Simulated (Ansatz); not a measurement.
# One shape, several levels: SiH2F2 (SMILES [H][Si]([H])(F)F)

Wanted: a comparison of 6 runs (B2PLYP/STO-3G, B3LYP/STO-3G, SVWN5/STO-3G, revPBE/STO-3G, RPA@PBE/STO-3G, UMP2/STO-3G) of SiH2F2. 

The calculation is run with Ansatz 0.2.0.

54 further runs of the same task are left out: 4 that didn't finish, 50 set aside as unsound or not needed.

**1. The structure to begin with**

SiH2F2 has 5 atoms, charge 0, and is taken as a singlet. SMILES: `[H][Si]([H])(F)F`. The F2–Si1 distance was set to 2.391 Å, away from the relaxed value. At this shape a bond of the SMILES string is far longer than usual.

Bond lengths: Si1–F3 1.594 Å, Si1–H4 1.442 Å, Si1–H5 1.443 Å. Angles: F3–Si1–H4 107.9°, F3–Si1–H5 108.0°, H4–Si1–H5 120.8°. A long bond or contact: Si1–F2 2.391 Å.

**2. A single-point energy at B2PLYP/STO-3G (run 1)**

Contents of in.yaml:

```yaml
crystal:
  periodic: [false, false, false]
  atoms:
    - symbol: Si
      position_ang: [-0.141658, 0.010260, -0.859656]
    - symbol: F
      position_ang: [0.009240, -0.018840, 1.526500]
    - symbol: F
      position_ang: [1.385722, 0.020330, -1.315106]
    - symbol: H
      position_ang: [-0.730438, 1.267500, -1.250906]
    - symbol: H
      position_ang: [-0.724038, -1.240450, -1.282286]
basis:
  gaussian:
    orbitals: STO-3G
hamiltonian:
  xc: {name: B2PLYP}
correlation:
  frozen_orbitals: {F: 1, H: 0, Si: 5}
accuracy: high
```

Run with:

```
ansatz run in.yaml --threads 1 --pin off --max-ram 2610MiB --events-out events.jsonl --progress --plain --runs-dir runs
```

What it wrote:

```text
Warning: RAYON_NUM_THREADS=1 ignored (pool sized by the plan → 1); use --threads N
Functional definition: B2PLYP
  name "B2PLYP"
  parameter a = 0.53
  parameter c = 0.27
  exchange = (1 - a)*b88_x + a*exact_x
  correlation = (1 - c)*lyp_c + c*(mp2_os + mp2_ss)
371 factors; integrals over basis functions are off by at most 2.9e-8 eV
mean field evaluation 1: about -13152.6095 eV, gradient 2.8e1 eV
mean field evaluation 2: about -13152.6069 eV, gradient 2.8e1 eV
mean field evaluation 4: about -13158.8452 eV, gradient 9.2e0 eV
mean field evaluation 8: about -13159.2058 eV, gradient 2.6e-1 eV
mean field evaluation 16: about -13159.1979 eV, gradient 5.1e-6 eV
mean field -13159.19785691 eV, -483.5916016168 hartree, gradient 4.1e-8 eV, S^2 0.000000; 0 other end points of the search recorded, 0 dependent functions left out; unrestricted orbitals would lower it
7 core orbitals not correlated: weight in the atoms' cores, before any rotation towards them, 1.000 or more for the frozen orbitals, at most 0.000 for the correlated occupied ones
reference -13159.19787146 eV, -483.5916021516 hartree; 10, 10 occupied and 4, 4 virtual orbitals, 371 factors
second order -4.17839496 eV of doubles, -0.00000000 eV of singles
Total energy: -13160.32603810 eV, -483.6330615108 hartree
```

It took 1.6 s on 1 thread of Arm Neoverse V1, shared host; peak memory 0.1 GiB.

**3. A single-point energy at B3LYP/STO-3G (run 2)**

Contents of molecule.yaml:

```yaml
basis:
  gaussian: {orbitals: STO-3G}
crystal:
  periodic: [false, false, false]
  atoms:
    - {symbol: Si, position_ang: [-0.141658, 0.010260, -0.859656]}
    - {symbol: F, position_ang: [0.009240, -0.018840, 1.526500]}
    - {symbol: F, position_ang: [1.385722, 0.020330, -1.315106]}
    - {symbol: H, position_ang: [-0.730438, 1.267500, -1.250906]}
    - {symbol: H, position_ang: [-0.724038, -1.240450, -1.282286]}
hamiltonian: {xc: {name: B3LYP}}
accuracy: high
```

Run with:

```
ansatz run molecule.yaml --threads 1 --pin off --max-ram 2610MiB --events-out events.jsonl --progress --plain --runs-dir runs
```

What it wrote:

```text
Warning: RAYON_NUM_THREADS=1 ignored (pool sized by the plan → 1); use --threads N
Functional definition: B3LYP
  name "B3LYP"
  parameter a0 = 0.2
  parameter ax = 0.72
  parameter ac = 0.81
  exchange = (1 - a0 - ax)*slater_x + ax*b88_x + a0*exact_x
  correlation = (1 - ac)*vwn_rpa_c + ac*lyp_c
371 factors; integrals over basis functions are off by at most 2.9e-8 eV
mean field evaluation 1: about -13163.9191 eV, gradient 3.0e1 eV
mean field evaluation 2: about -12853.4260 eV, gradient 1.6e2 eV
mean field evaluation 4: about -13170.0448 eV, gradient 3.8e0 eV
mean field evaluation 8: about -13170.0928 eV, gradient 3.1e-1 eV
mean field evaluation 16: about -13170.0933 eV, gradient 1.8e-5 eV
mean field -13170.09332664 eV, -483.9920027442 hartree, gradient 7.0e-8 eV, S^2 0.000000; 0 other end points of the search recorded, 0 dependent functions left out
reference -13170.09334925 eV, -483.9920035749 hartree; 17, 17 occupied and 4, 4 virtual orbitals, 371 factors
Total energy: -13170.09334925 eV, -483.9920035749 hartree
```

It took 1.3 s on 1 thread of Arm Neoverse V1, shared host; peak memory 0.097 GiB.

Runs 3 to 4 aren't shown in full; the table further down has their settings and results.

**4. The energy at RPA@PBE/STO-3G (run 5)**

Contents of molecule.yaml:

```yaml
crystal:
  periodic: [false, false, false]
  atoms:
    - symbol: Si
      position_ang: [-0.141658, 0.010260, -0.859656]
    - symbol: F
      position_ang: [0.009240, -0.018840, 1.526500]
    - symbol: F
      position_ang: [1.385722, 0.020330, -1.315106]
    - symbol: H
      position_ang: [-0.730438, 1.267500, -1.250906]
    - symbol: H
      position_ang: [-0.724038, -1.240450, -1.282286]
basis:
  gaussian:
    orbitals: STO-3G
hamiltonian:
  xc: pbe
correlation:
  method: rpa
  frozen_orbitals: {F: 1, H: 0, Si: 5}
accuracy: high
```

Run with:

```
ansatz run molecule.yaml --threads 1 --pin off --max-ram 2610MiB --events-out events.jsonl --progress --plain --runs-dir runs
```

What it wrote, shortened:

```text
Warning: RAYON_NUM_THREADS=1 ignored (pool sized by the plan → 1); use --threads N
Functional definition: PBE
  name "PBE"
[...]
371 factors; integrals over basis functions are off by at most 2.9e-8 eV
[...]
mean field -13160.87086726 eV, -483.6530836130 hartree, gradient 2.5e-8 eV, S^2 0.000000; 0 other end points of the search recorded, 0 dependent functions left out
7 core orbitals not correlated: weight in the atoms' cores, before any rotation towards them, 0.999 or more for the frozen orbitals, at most 0.000 for the correlated occupied ones
reference -13133.63607983 eV, -482.6522236353 hartree; 10, 10 occupied and 4, 4 virtual orbitals, 371 factors
Total energy: -13140.39852413 eV, -482.9007388798 hartree
```

Run time: 1.9 s. Hardware: 1 thread of Arm Neoverse V1, shared host; peak memory 0.1 GiB.

**5. The energy at UMP2/STO-3G (run 6)**

Contents of in.yaml:

```yaml
crystal:
  periodic: [false, false, false]
  atoms:
    - {symbol: Si, position_ang: [-0.141658, 0.010260, -0.859656]}
    - {symbol: F, position_ang: [0.009240, -0.018840, 1.526500]}
    - {symbol: F, position_ang: [1.385722, 0.020330, -1.315106]}
    - {symbol: H, position_ang: [-0.730438, 1.267500, -1.250906]}
    - {symbol: H, position_ang: [-0.724038, -1.240450, -1.282286]}
basis:
  gaussian: {orbitals: STO-3G}
magnetization: {spin_polarized: true, initial_magnetization: 0}
correlation: {method: mp2, frozen_orbitals: {F: 1, H: 0, Si: 5}}
accuracy: high
```

Run with:

```
ansatz run in.yaml --threads 1 --pin off --max-ram 2610MiB --events-out events.jsonl --progress --plain --runs-dir runs
```

What it wrote, shortened:

```text
Warning: RAYON_NUM_THREADS=1 ignored (pool sized by the plan → 1); use --threads N
Functional definition: HF
  name "HF"
[...]
371 factors; integrals over basis functions are off by at most 2.9e-8 eV
[...]
mean field -13136.29010135 eV, -482.7497571273 hartree, gradient 1.7e-8 eV, S^2 0.795047; 11 other end points of the search recorded, 0 dependent functions left out
7 core orbitals not correlated: weight in the atoms' cores, before any rotation towards them, 1.000 or more for the frozen orbitals, at most 0.000 for the correlated occupied ones
reference -13136.29010135 eV, -482.7497571273 hartree; 10, 10 occupied and 4, 4 virtual orbitals, 371 factors
second order -1.30392354 eV of doubles, -0.00000000 eV of singles
Total energy: -13137.59402489 eV, -482.7976754336 hartree
```

Run time: 0.4 s. Hardware: 1 thread of Arm Neoverse V1, shared host.

**6. Overview of the runs**

| run | level | frozen core orbitals | energy (Eh) | wall time |
| --- | --- | --- | --- | --- |
| 1 | B2PLYP/STO-3G | 7 | -483.633062 | 1.6 s |
| 2 | B3LYP/STO-3G | – | -483.992004 | 1.3 s |
| 3 | SVWN5/STO-3G | – | -481.488709 | 0.85 s |
| 4 | revPBE/STO-3G | – | -483.897193 | 1.3 s |
| 5 | RPA@PBE/STO-3G | 7 | -482.900739 | 1.9 s |
| 6 | UMP2/STO-3G | 7 | -482.797675 | 0.4 s |

**7. Outcome**

| quantity | value |
| --- | --- |
| run 6: total energy | -482.79768 Eh |
| run 6: correlation energy (7 core orbitals frozen) | -47.9 mEh |
| run 6: ⟨S²⟩ of the reference determinant | 0.795 |

Totals of different functionals can't be ranked against each other. In run 1 the log says that unrestricted orbitals would lower the reference, so the values rest on an unstable closed-shell determinant (other closed-shell runs at this shape may share the fault). In runs 1, 2, 3, 4, 5, 6 the basis is minimal, so the values are rough. Spin contamination of the reference: run 6 ⟨S²⟩ = 0.80. Where it is this large, the reference is a mixture of spin states, and values that rest on it are in doubt. All runs together took 7.4 s, the longest 1.9 s.
